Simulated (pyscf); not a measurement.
This saddle point was located with ωB97X-D3(BJ)/def2-SVP in PySCF.

```
Nb
N 1 1.9327
H 2 1.0180 1 125.34
H 2 1.0201 3 112.28 1 175.51
O 1 2.0483 2 76.91 3 6.96
H 5 0.9689 1 112.27 2 -164.04
H 5 1.4037 6 106.84 1 92.96
Cl 7 1.4232 5 146.87 6 -109.59
Cl 1 2.2733 2 94.50 3 157.58
Cl 1 2.2748 2 98.14 3 -101.28
Cl 1 2.3544 2 158.81 3 17.51
```

Surface: singlet, charge 0. Lowest wavenumbers (cm⁻¹): 550i, 65, 97, 122, 136.

Task: What reaction is this the transition state of?

Result: `[NH2][Nb]([Cl])([Cl])([Cl])[Cl]` + `[OH2]` <-> `[NH2][Nb]([OH])([Cl])([Cl])[Cl]` + `[ClH]`, a four-centre exchange read from left to right: Cl–Nb, H–O broken and Nb–O, Cl–H formed. At ωB97M-D3(BJ)/def2-TZVP it lies +8.1 kcal/mol from the left side and +7.2 kcal/mol from the right (each side as separated species at their lowest minima found). On the reactant side the descent ends in an adduct with a Nb–O contact, 10.9 kcal/mol under the separated species and 18.7 kcal/mol under the saddle at ωB97X-D3(BJ)/def2-TZVP. On the product side the descent ends in an adduct with a Cl–Nb contact, 1.1 kcal/mol under the separated species and 4.9 kcal/mol under the saddle at ωB97X-D3(BJ)/def2-TZVP. What is counted as formed (Nb–O) is already present as a longer contact in the reactant adduct; forming that adduct is a step of its own. What is counted as broken (Cl–Nb) persists as a longer contact in the product adduct; parting that adduct is a step of its own. This is the saddle that the search found; another between the same sides may lie lower. Elements past Kr carry the def2 core potentials, without spin-orbit coupling.
